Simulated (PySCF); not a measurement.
SiO₂ + Cl₂ → SiCl₂ + O₂

Level: PBE0 in the def2-TZVP basis family, all electrons, no relativity, computed in PySCF with density fitting; open shells unrestricted.

| species | state and structure | ZPE (kJ/mol) | H(298 K) − H(0) (kJ/mol) | S° (J/(mol K)) |
| --- | --- | --- | --- | --- |
| SiO₂ | singlet, D∞h, Si–O 1.506 Å (×2) | 18.5 | 11.0 | 231.3 |
| Cl₂ | singlet, D∞h, Cl–Cl 1.982 Å | 3.5 | 9.1 | 222.5 |
| SiCl₂ | singlet, C2v, Si–Cl 2.078 Å (×2); Cl–Si–Cl 101.4° | 7.4 | 12.5 | 281.6 |
| O₂ | triplet, D∞h, O–O 1.193 Å | 10.3 | 8.7 | 204.9 |

**Question.** Is the gas-phase reaction uphill or downhill in electronic energy at this level, and by how much?

**Answer.** At PBE0/def2-TZVP, ΔE = 55.8 kJ/mol, uphill. Chlorination of this kind underlies dry etching.

**Question.** Add zero-point, thermal and entropy terms for 298.15 K and 1 bar.

**Answer.** ΔZPE = -4.3 and Δ[H(298) − H(0)] = 1.1 kJ/mol give ΔH° = 52.6 kJ/mol. ΔS° = 32.7 J/(mol K), so ΔG° = 52.6 − 298.15 × (0.0327) = 43 kJ/mol and log₁₀K = -7.5.

The structures come from searches over a few start shapes, so lower isomers are not excluded.
